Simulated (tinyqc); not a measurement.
RKS/exchange-only LDA in the sto-3g basis, for H2O, spin multiplicity 1, step by step. One step of it, computed by the program tinyqc.

Question. Iteration 2: diagonalisation and new density. Diagonalise F' = X^T F X, C = X C', fill 5 alpha and 5 beta electrons from the bottom; D = 2 C_occ C_occ^T. Each column has its largest component positive (the first on a tie).

extrapolated F (hartree), order 1O 1s, 1O 2s, 1O 2px, 1O 2py, 1O 2pz, 2H 1s, 3H 1s:
$$\begin{pmatrix}
-17.694213 & -4.631058 & 0.002366 & -0.002135 & -0.022796 & -1.181358 & -1.181115 \\
-4.631058 & -1.650550 & 0.009562 & -0.007380 & -0.219317 & -0.729168 & -0.727697 \\
0.002366 & 0.009562 & 0.230626 & 0.000127 & 0.002116 & 0.003444 & 0.003390 \\
-0.002135 & -0.007380 & 0.000127 & 0.064937 & 0.002025 & -0.196763 & 0.192692 \\
-0.022796 & -0.219317 & 0.002116 & 0.002025 & 0.124556 & -0.231603 & -0.232182 \\
-1.181358 & -0.729168 & 0.003444 & -0.196763 & -0.231603 & -0.388472 & -0.319014 \\
-1.181115 & -0.727697 & 0.003390 & 0.192692 & -0.232182 & -0.319014 & -0.390137
\end{pmatrix}$$

X, order 1O 1s, 1O 2s, 1O 2px, 1O 2py, 1O 2pz, 2H 1s, 3H 1s:
$$\begin{pmatrix}
1.024370 & -0.145697 & 0.000000 & 0.000000 & -0.011452 & 0.022753 & 0.022753 \\
-0.145697 & 1.284985 & 0.000000 & 0.000000 & 0.131511 & -0.323909 & -0.323909 \\
0.000000 & 0.000000 & 1.000000 & 0.000000 & 0.000000 & 0.000000 & 0.000000 \\
0.000000 & 0.000000 & 0.000000 & 1.126188 & 0.000000 & -0.250230 & 0.250230 \\
-0.011452 & 0.131511 & 0.000000 & 0.000000 & 1.065748 & -0.162450 & -0.162450 \\
0.022753 & -0.323909 & 0.000000 & -0.250230 & -0.162450 & 1.246112 & -0.106953 \\
0.022753 & -0.323909 & 0.000000 & 0.250230 & -0.162450 & -0.106953 & 1.246112
\end{pmatrix}$$

Give: F' = X^T F X; orbital energies; coefficients C; D after iteration 2.

Answer.

F' = X^T F X (hartree):
$$\begin{pmatrix}
-17.3210 & -2.5525 & 0.0012 & -0.0014 & -0.0364 & -0.2016 & -0.2023 \\
-2.5525 & -0.5574 & 0.0100 & -0.0080 & -0.0377 & -0.3596 & -0.3602 \\
0.0012 & 0.0100 & 0.2306 & 0.0001 & 0.0024 & 0.0005 & 0.0005 \\
-0.0014 & -0.0080 & 0.0001 & 0.2931 & 0.0021 & -0.3163 & 0.3149 \\
-0.0364 & -0.0377 & 0.0024 & 0.0021 & 0.2403 & -0.2226 & -0.2219 \\
-0.2016 & -0.3596 & 0.0005 & -0.3163 & -0.2226 & 0.0424 & -0.1027 \\
-0.2023 & -0.3602 & 0.0005 & 0.3149 & -0.2219 & -0.1027 & 0.0385
\end{pmatrix}$$

orbital energies (hartree): MO1 -17.7084, MO2 -0.6449, MO3 -0.2345, MO4 0.1174, MO5 0.2308, MO6 0.5355, MO7 0.6708

coefficients C, order 1O 1s, 1O 2s, 1O 2px, 1O 2py, 1O 2pz, 2H 1s, 3H 1s:
$$\begin{pmatrix}
0.9920 & -0.1984 & 0.0012 & -0.1748 & -0.0057 & -0.1330 & 0.0019 \\
0.0369 & 0.6112 & -0.0079 & 0.8540 & 0.0215 & 0.8915 & -0.0085 \\
-0.0001 & -0.0089 & 0.0002 & -0.0356 & 0.9992 & 0.0162 & 0.0001 \\
0.0002 & 0.0067 & -0.4573 & 0.0038 & 0.0002 & -0.0020 & 1.0883 \\
0.0063 & 0.2166 & 0.0057 & -0.5998 & -0.0339 & 0.8934 & 0.0047 \\
-0.0095 & 0.2808 & -0.5615 & -0.3708 & 0.0017 & -0.7580 & -0.8078 \\
-0.0094 & 0.2804 & 0.5760 & -0.3454 & 0.0022 & -0.7567 & 0.8101
\end{pmatrix}$$

D after iteration 2, order 1O 1s, 1O 2s, 1O 2px, 1O 2py, 1O 2pz, 2H 1s, 3H 1s:
$$\begin{pmatrix}
2.1081 & -0.4683 & 0.0043 & -0.0047 & 0.1366 & -0.0019 & -0.0078 \\
-0.4683 & 2.2092 & -0.0288 & 0.0219 & -0.7607 & -0.2819 & -0.2569 \\
0.0043 & -0.0288 & 1.9995 & -0.0001 & -0.0289 & 0.0246 & 0.0243 \\
-0.0047 & 0.0219 & -0.0001 & 0.4183 & -0.0068 & 0.5144 & -0.5255 \\
0.1366 & -0.7607 & -0.0289 & -0.0068 & 0.8159 & 0.5598 & 0.5422 \\
-0.0019 & -0.2819 & 0.0246 & 0.5144 & 0.5598 & 1.0633 & -0.2329 \\
-0.0078 & -0.2569 & 0.0243 & -0.5255 & 0.5422 & -0.2329 & 1.0596
\end{pmatrix}$$
